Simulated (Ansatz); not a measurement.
Input file:

```yaml
crystal:
  periodic: [false, false, false]
  atoms:
    - {symbol: O, position_ang: [0.000000, 0.000000, 0.609421]}
    - {symbol: C, position_ang: [0.000000, 0.000000, -0.610694]}
    - {symbol: H, position_ang: [0.000000, 0.934390, -1.198244]}
    - {symbol: H, position_ang: [0.000000, -0.934390, -1.198244]}
basis:
  gaussian: {orbitals: 6-31G}
magnetization: {spin_polarized: false}
correlation: {method: ccsdt_q, electrons: outside_noble_gas}
```

```sh
$ ansatz run in.yaml --threads 1 --pin off --events-out ev --progress --plain --max-ram 3328MiB --backend cpu
```

Output:

```
452 factors; integrals over basis functions are off by at most 1.2e-7 eV
mean field evaluation 1: about -3094.5529 eV, gradient 3.2e1 eV
mean field evaluation 2: about -3094.5590 eV, gradient 3.2e1 eV
mean field evaluation 4: about -3096.8261 eV, gradient 2.1e0 eV
mean field evaluation 8: about -3096.8595 eV, gradient 1.0e-1 eV
mean field evaluation 16: about -3095.4016 eV, gradient 2.9e1 eV
mean field -3096.85951561 eV, -113.8074880719 hartree, gradient 1.8e-6 eV, S^2 0.000000; 0 other end points of the search recorded, 0 dependent functions left out; unrestricted orbitals would lower it
2 core orbitals not correlated: weight in the atoms' cores, before any rotation towards them, 1.000 or more for the frozen orbitals, at most 0.000 for the correlated occupied ones
reference -3096.85951561 eV, -113.8074880719 hartree; 6, 6 occupied and 14, 14 virtual orbitals, 452 factors
second order -5.97023657 eV of doubles, -0.00000000 eV of singles
cycle   1  -5.90197968 eV  change    6.8e-2 eV  update   9.1e-2
cycle   2  -6.22595436 eV  change   -3.2e-1 eV  update   4.3e-2
cycle   3  -6.42566456 eV  change   -2.0e-1 eV  update   1.9e-2
cycle   4  -6.42068695 eV  change    5.0e-3 eV  update   5.5e-3
cycle   5  -6.41832510 eV  change    2.4e-3 eV  update   2.4e-3
cycle   6  -6.41993856 eV  change   -1.6e-3 eV  update   9.1e-4
cycle   7  -6.41987906 eV  change    6.0e-5 eV  update   2.7e-4
cycle   8  -6.41982344 eV  change    5.6e-5 eV  update   1.1e-4
cycle   9  -6.41983612 eV  change   -1.3e-5 eV  update   4.6e-5
cycle  10  -6.41984914 eV  change   -1.3e-5 eV  update   1.4e-5
cycle  11  -6.41983735 eV  change    1.2e-5 eV  update   6.4e-6
cycle  12  -6.41983839 eV  change   -1.0e-6 eV  update   2.9e-6
cycle  13  -6.41984112 eV  change   -2.7e-6 eV  update   1.3e-6
cycle  14  -6.41984241 eV  change   -1.3e-6 eV  update   5.9e-7
perturbative correction -0.02518511 eV, -0.0009255357 hartree
Total energy: -3103.30454313 eV, -114.0443384647 hartree
```

For the same geometry and basis RCCSDTQ lies 3.3 meV higher.

Ran on 1 thread of AMD EPYC 7R13, shared host: 1.1 s wall, 0.13 GiB peak host memory.
